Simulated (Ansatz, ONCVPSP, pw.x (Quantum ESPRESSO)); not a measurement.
## molybdenum (Mo) (bcc): variants of one ONCV potential in the solid

```
Element                 : molybdenum
Generator               : ONCVPSP 4.0.1.1 (patched build)
Type                    : optimised norm-conserving Vanderbilt (ONCV)
Functional              : PBE
Relativity              : scalar-relativistic
Frozen core             : [Ar] 3d10
Valence charge          : 14
Reference configuration : 4s2 4p6 4d5 5s1
Partial waves           : 4s+5s: rc 1.90 bohr, ncon 4, nbas 8, qcut 7.2 1/bohr, 2 projectors; 4p: rc 1.50 bohr, ncon 4, nbas 9, qcut 10.7 1/bohr, 2 projectors, debl 3.6 Ha; 4d: rc 2.70 bohr, ncon 3, nbas 8, qcut 6.4 1/bohr, 2 projectors, debl 3.7 Ha
Local potential         : polynomial inside 1.50 bohr (lpopt 5, dvloc0 3 Ha)
Core correction         : polynomial model core, fcfact 0.55
```

Crystal test: bcc Mo in pw.x 7.5, no spin, 15³ k-points, Fermi–Dirac smearing 0.01 Ry, cutoffs set for each file from its atomic test. The reference is all-electron LAPW (Ansatz 0.2.0) with the same functional, mesh and smearing; V0 and B0 come from Birch–Murnaghan fits to the pressures at five volumes. Errors are pseudo minus all-electron; Δ is the rms difference of the E(V) curves that follow from these fits, minima aligned, over ±6 % about the mean V0. Mesh and smearing are coarse, so the numbers serve the comparison and aren't converged zero-temperature values; the lattice is a test structure that the element need not adopt.

All-electron: a0 = 3.162 Å (V0 = 15.80 Å³/atom), B0 = 259.2 GPa.

Base: The largest radius (2.70 bohr) exceeds half the bond length (2.59 bohr), so the spheres overlap, which is one possible source of error among others.

2 further variants are left out: they gave no file fit for a test, a broken result, the same result as the base, or pressures whose basis-set error rivals the error shown.

```csv
change,cutoffs (Ry),pw.x,a0 (Å),a0 error (%),B0 error (%),Δ (meV/atom),mean pressure error (GPa)
base,95/380,converged,3.170,+0.28,-0.6,7.4,+2.18
"all radii but the core radius scaled by about 0.88 (s 1.68, p 1.32, d 2.38 bohr); local potential polynomial inside 1.32 bohr (lpopt 5, dvloc0 3 Ha)",100/400,converged,3.165,+0.10,-0.0,2.6,+0.75
d: rc 3.18,95/380,converged,3.177,+0.48,-2.0,12.9,+3.81
```

(1) Give the row for: p: nproj 1.

Results:

(1) pw.x: converged; mean pressure error (GPa): +1.18; a0 (Å): 3.166; a0 error (%): +0.15; B0 error (%): +0.5; Δ (meV/atom): 4.0.
